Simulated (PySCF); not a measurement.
Rock-salt NaCl: correlation energy from several methods in one and the same small orbital space (PySCF; 2 atoms at the zone centre, 8 electrons in 22 orbitals, empty ones MP2 natural orbitals of a TZ basis, lattice constant set to 7.33213 Å). Its volume lies 120 % above that of the crystal's usual cell. It tests the methods against each other and lies far from the crystal's limit.

Full CI gives -2.7949 eV per atom.

What share of it do MP2, CCSD, CCSD(T), CCSDT, CCSDT(Q) recover?

MP2 85.8 %; CCSD 97.2 %; CCSD(T) 99.7 %; CCSDT 99.9 %; CCSDT(Q) 100.0 %.

```json
[
 {"method": "MP2", "E_corr (eV per atom)": "-2.3988", "share of full CI (%)": "85.8", "error (meV)": "396"},
 {"method": "CCSD", "E_corr (eV per atom)": "-2.7173", "share of full CI (%)": "97.2", "error (meV)": "78"},
 {"method": "CCSD(T)", "E_corr (eV per atom)": "-2.7859", "share of full CI (%)": "99.7", "error (meV)": "9"},
 {"method": "CCSDT", "E_corr (eV per atom)": "-2.7914", "share of full CI (%)": "99.9", "error (meV)": "4"},
 {"method": "CCSDT(Q)", "E_corr (eV per atom)": "-2.7946", "share of full CI (%)": "100.0", "error (meV)": "0"},
 {"method": "full CI", "E_corr (eV per atom)": "-2.7949", "share of full CI (%)": "100.0", "error (meV)": "0"}
]
```

The Hartree–Fock determinant has a weight of 0.92 in the full CI state.

MP2, (T) and (Q) use filled levels shifted down by the Madelung term, which in so small a cell is a large part of the gap, so these rows hang on it.
